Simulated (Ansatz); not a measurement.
A calculation with Ansatz (development build ahead of 0.2.0).

```yaml
crystal:
  periodic: [false, false, false]
  atoms:
    - { symbol: C, position_ang: [0.0, 0.0, 0.0] }
    - { symbol: C, position_ang: [0.0, 0.85557, 1.26843] }
    - { symbol: C, position_ang: [0.0, 0.0, 2.53685] }
    - { symbol: C, position_ang: [0.0, 0.85557, 3.80528] }
    - { symbol: H, position_ang: [0.0, 0.64836, -0.8762] }
    - { symbol: H, position_ang: [0.88982, -0.62937, -0.01437] }
    - { symbol: H, position_ang: [-0.88982, -0.62937, -0.01437] }
    - { symbol: H, position_ang: [-0.88183, 1.49625, 1.26843] }
    - { symbol: H, position_ang: [0.88183, 1.49625, 1.26843] }
    - { symbol: H, position_ang: [0.88183, -0.64069, 2.53685] }
    - { symbol: H, position_ang: [-0.88183, -0.64069, 2.53685] }
    - { symbol: H, position_ang: [0.0, 0.20721, 4.68149] }
    - { symbol: H, position_ang: [0.88982, 1.48494, 3.81965] }
    - { symbol: H, position_ang: [-0.88982, 1.48494, 3.81965] }
basis:
  gaussian: { orbitals: def2-SVP }
hamiltonian:
  xc: hf
correlation:
  method: mp2
  frozen_orbitals: { C: 1, H: 0 }
```

The input is written out in the form of the current development build from the run's settings.

The run gave:

```json
{
  "Converged": "yes",
  "Reference energy": "-157.18800 hartree",
  "Correlation energy": "-0.58771 hartree",
  "Total energy": "-157.77571 hartree",
  "Spin squared of the determinant": "0.000"
}
```
